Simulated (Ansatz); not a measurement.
# B₂ (triplet): wave-function methods side by side, aug-cc-pVDZ

How much of the correlation energy of B₂ (triplet) does each wave-function method recover here?

Computed with Ansatz 0.2.0, Gaussian basis. Level: aug-cc-pVDZ, core rule «outside noble gas», up to 2 orbitals frozen.

The runs, in order: UHF; CCSD(T) on ROHF; CCSD(T) on UHF; BCCD(T) on ROHF; CISD; CCSDT(Q) on ROHF; CCSDT(Q) on UHF; CISDTQ; CCSDTQ on ROHF; CCSDTQ on UHF; CASSCF and MRCISD+Q, 6 electrons in 8 orbitals; CASSCF and NEVPT2, 6 electrons in 8 orbitals; Full CI.

4 further runs of the same task are left out: 1 that didn't finish, 3 set aside as unsound or not needed.

### Step 1. The system

The geometry is a PBE0/def2-TZVPD stationary point (not a proven minimum) of the parent state, kept for this charge and spin.

2 atoms, charge 0, spin multiplicity 3.

Atoms are counted from 1 here; the program's logs count them from 0.

Bond lengths: B1–B2 1.622 Å.

### Step 2. UHF

Contents of in.yaml:

```yaml
crystal:
  periodic: [false, false, false]
  atoms:
    - {symbol: B, position_ang: [0.000000, 0.000000, 0.000000]}
    - {symbol: B, position_ang: [0.000000, 0.000000, 1.622200]}
basis:
  gaussian: {orbitals: aug-cc-pVDZ}
magnetization: {spin_polarized: true, initial_magnetization: 2}
hamiltonian: {xc: hf}
output: {orbitals: {seedname: orbitals}}
```

Launch:

```console
ansatz run in.yaml --threads 1 --pin off --events-out ev --progress --plain --max-ram 3956MiB --backend cpu
```

After this run come: CCSD(T) on ROHF; CCSD(T) on UHF; BCCD(T) on ROHF; CISD; CCSDT(Q) on ROHF; CCSDT(Q) on UHF; CISDTQ; CCSDTQ on ROHF; CCSDTQ on UHF; CASSCF and MRCISD+Q, 6 electrons in 8 orbitals; CASSCF and NEVPT2, 6 electrons in 8 orbitals; Full CI.

Q: Predict the results of all the runs planned. Wanted: FCI below the RHF energy; RMP2 from FCI; UMP2 from FCI; RCCSD from FCI; RCCSD(T) from FCI; UCCSD(T) from FCI; RCCSDT(Q) from FCI; UCCSDT(Q) from FCI; NEVPT2 valence from FCI.

**Answer**, as computed:

| quantity | value |
| --- | --- |
| FCI below the RHF energy | -4.6709 eV |
| RMP2 from FCI | +1333.8 meV |
| UMP2 from FCI | +1439.1 meV |
| RCCSD from FCI | +493.8 meV |
| RCCSD(T) from FCI | +97.0 meV |
| UCCSD(T) from FCI | +236.6 meV |
| RCCSDT(Q) from FCI | +9.4 meV |
| UCCSDT(Q) from FCI | -6.2 meV |
| NEVPT2 valence from FCI | +433.1 meV |
| MRCISD+Q valence from FCI | -6.0 meV |
| levels within 1 kcal/mol (43 meV) | CISDTQ, RCCSDT(Q), UCCSDT(Q), RCCSDTQ, UCCSDTQ, MRCISD+Q valence |
| T1 diagnostic | 0.041 |
| effectively unpaired electrons | 2.56 |

What this shows: RCCSD(T) misses by +97.0 meV, 2.1 % of the correlation energy. CCSD(T) misses by +97.0 meV on the restricted determinant and by +236.6 meV on the unrestricted one; the two need not hold the same state or core. UCCSDT(Q), MRCISD+Q valence fall below full CI: unrestricted runs freeze a spin-polarised core, another one than full CI's, and coupled cluster isn't variational. The occupations show some static correlation. Of the multireference levels listed MRCISD+Q valence comes nearest in total energy (-6.0 meV), which doesn't show that its space is the better one. Coupled cluster took another determinant than the lowest Hartree-Fock one. These misses are within one basis, not against nature; the frozen cores of restricted and unrestricted runs differ, which can shift their rows.
